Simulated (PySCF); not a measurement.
C2H3N, SMILES CC#N (connectivity only; charge and spin as stated), charge +1, multiplicity 2. Atoms are numbered in the order given.

```xyz
6

C     -1.1567     0.0216     0.0000
C      0.2402     0.0220     0.0000
N      1.4425    -0.0077     0.0000
H     -1.4508    -1.0683     0.0000
H     -1.5738     0.4301     0.9302
H     -1.5738     0.4301    -0.9302
```
Charge +1, spin multiplicity 2.

Geometry optimised at B3LYP-D3(BJ)/def2-TZVP. A frequency run showed that this geometry is not a minimum. The spin state was assumed, not searched.

All values below come from PBE/pcH-1 (PySCF).

Unrestricted Kohn–Sham, ⟨S²⟩ = 0.752. Hyperfine tensors hold the contact and dipolar terms, without spin-orbit corrections.

**Question.** Estimate the hyperfine couplings. (The exact figures need the calculation; the answer reports its results.)

**Answer.** 
```csv
nucleus,A(iso) (MHz),A(iso) (G),dipolar principal values (MHz)
13C no. 1,-12.2,-4.4,"-14.4, -12.3, 26.8"
13C no. 2,-4.9,-1.7,"-32.7, -10.8, 43.6"
14N no. 3,8.1,2.9,"-29.4, -26.5, 55.9"
1H no. 4,287.3,102.5,"-10.7, -7.6, 18.3"
1H no. 5,49.6,17.7,"-6.6, -5.3, 12.0"
1H no. 6,49.6,17.7,"-6.6, -5.3, 12.0"
```

**Question.** And the g tensor (effective nuclear charges for spin-orbit coupling, GIAO)? (Estimate from the structure and the level; the computed values follow.)

**Answer.** principal values 2.0022, 2.0055, 2.0282; isotropic 2.0120.
